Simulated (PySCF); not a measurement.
**Argon: a sound run and one with changed settings**

Sound run: Ar [Ar], Ar+ [Ne] 3s2 3p5. Computed with PySCF 2.14 in cc-pV(T+d)Z, with no relativity, point nucleus. In the sound run the correlated levels freeze [Ne]. The sound run starts from symmetry-adapted Hartree-Fock orbitals and uses a fine grid where one is needed.

Changed run: the spin-free X2C one-electron Hamiltonian (Gaussian nucleus). This setting is unsound on purpose.

| species | method | sound run (hartree) | changed run (hartree) | converged |
| --- | --- | --- | --- | --- |
| Ar | UHF | -526.81313 | -528.39713 | yes |
| Ar | LDA | -525.93311 | -527.51413 | yes |
| Ar | PBE | -527.33667 | -528.91872 | yes |
| Ar | MP2 | -527.02018 | -528.60429 | yes |
| Ar | CCSD(T) | -527.04546 | -528.62951 | yes |
| Ar+ | UHF | -526.27765 | -527.86225 | yes |
| Ar+ | LDA | -525.34532 | -526.92690 | yes |
| Ar+ | PBE | -526.75973 | -528.34238 | yes |
| Ar+ | MP2 | -526.44384 | -528.02847 | yes |
| Ar+ | CCSD(T) | -526.47435 | -528.05887 | yes |

Ionisation energy of Ar:

```csv
method,sound run (eV),changed run (eV)
UHF,14.571,14.555
LDA,15.995,15.979
PBE,15.699,15.683
MP2,15.683,15.669
SCS-MP2,15.580,15.566
CCSD,15.500,15.486
CCSD(T),15.541,15.528
```

Most of the change in total energy is the relativistic energy itself. On top of that the contraction fixes the core shape for the Hamiltonian it was made with, so the changed run is not a good calculation with the other Hamiltonian either.

For comparison, NIST gives 15.760 eV between the lowest levels.
